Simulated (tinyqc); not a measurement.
Worked calculation: UHF in the sto-3g basis, for CH3, spin multiplicity 2. Computed by tinyqc, a small Python program that keeps every step (integrals from PySCF). Settings: charge = 0, multiplicity = 2, basis = sto-3g, energy threshold = 1e-09, iteration cap = 65, orthogonalisation = symmetric, start = core, DIIS depth = 0, damping = 0.7, shift = 0.5, method = UHF. Command: `OMP_NUM_THREADS=1 python tinyqc.py 21752 21753 out.jsonl` (the two numbers bound the seeds that draw the settings). One thread of a shared host (Intel(R) Xeon(R) Processor @ 2.60GHz), about 0.2 s of CPU time with the checks.

Geometry (angstrom):
```
atom        x        y       z
C      0.0000   0.0000  0.0630
H      1.2000   0.0000  0.0000
H     -0.6000   1.0390  0.0000
H     -0.6000  -1.0390  0.0000
```

Stop when the energy changes by less than 1e-09 hartree and every element of the error matrix X^T (F D S - S D F) X (for each spin) is below 9e-06.

Course of the cycle:
```
iteration  E (hartree)     change  largest element of the error matrix
1           -36.551481          -                             3.65e-01
2           -37.207834  -6.56e-01                             3.32e-01
3           -37.716804  -5.09e-01                             2.84e-01
4           -38.095558  -3.79e-01                             2.34e-01
5           -38.371004  -2.75e-01                             1.89e-01
6           -38.568603  -1.98e-01                             1.50e-01
7           -38.709162  -1.41e-01                             1.18e-01
8           -38.808614  -9.95e-02                             9.27e-02
9           -38.878741  -7.01e-02                             7.27e-02
10          -38.928084  -4.93e-02                             5.70e-02
11          -38.962755  -3.47e-02                             4.49e-02
12          -38.987098  -2.43e-02                             3.54e-02
13          -39.004183  -1.71e-02                             2.81e-02
14          -39.016171  -1.20e-02                             2.25e-02
...                ...        ...                                  ...
52          -39.044612  -6.43e-07                             4.16e-04
53          -39.044612  -5.62e-07                             3.90e-04
54          -39.044613  -4.92e-07                             3.66e-04
55          -39.044613  -4.31e-07                             3.44e-04
56          -39.044613  -3.78e-07                             3.22e-04
57          -39.044614  -3.32e-07                             3.02e-04
58          -39.044614  -2.91e-07                             2.84e-04
59          -39.044614  -2.55e-07                             2.66e-04
60          -39.044615  -2.24e-07                             2.49e-04
61          -39.044615  -1.97e-07                             2.34e-04
62          -39.044615  -1.73e-07                             2.19e-04
63          -39.044615  -1.52e-07                             2.06e-04
64          -39.044615  -1.33e-07                             1.93e-04
65          -39.044615  -1.17e-07                             1.81e-04
```

Can the last value be used, and what does the course show?

Not by the stop rule, although the second column moves by less than 1e-06 over the last three steps. Not converged within the cap of 65 iterations: the residual falls steadily but slowly, by a factor of about 0.94 a step. Reruns (cap 100 unless said): DIIS 8: converged in 9; damping 0.5: converged in 66; level shift 0.5: converged in 33; atomic densities as start, DIIS 8: converged in 10; the original settings with a cap of 400: converged in 111. PySCF UHF in the same basis, after a stability check = -39.044616 hartree.
